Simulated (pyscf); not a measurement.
Structures and frequencies: ωB97X-D3(BJ)/def2-SVP in PySCF.

PBE/def2-TZVP puts the barrier of `[SH2]` + `[GeH4]` → `[SH2]` + `[H][H]` + `[GeH2]` [singlet] (multi-bond step; singlet surface; H–S, Ge–H, Ge–H broken, H–S, H–H formed) at 2.09 eV and the reaction energy at +1.90 eV, from the separated reactants. What do r²SCAN/def2-TZVP, B3LYP-D3(BJ)/def2-TZVP, ωB97M-D3(BJ)/def2-TZVP give on the same structures?

r²SCAN: ΔE‡ = 2.35 eV, ΔE = +2.08 eV; B3LYP-D3(BJ): ΔE‡ = 2.47 eV, ΔE = +1.82 eV; ωB97M-D3(BJ): ΔE‡ = 2.82 eV, ΔE = +1.87 eV. PBE's barrier lies under all of them, by 0.26 to 0.73 eV. Its reaction energy lies among theirs. On the product side the descent ends in a bound adduct (not fully relaxed), 0.40 eV under the separated species and 1.22 eV under the saddle at ωB97X-D3(BJ)/def2-TZVP. The same reactants have a lower exit, to HS–GeH₃ + H₂ (barrier +2.39 eV at ωB97M-D3(BJ)/def2-TZVP, against +2.82 eV here). This is the saddle that the search found; another between the same sides may lie lower. Elements up to Kr have no core potential and no relativistic terms here.
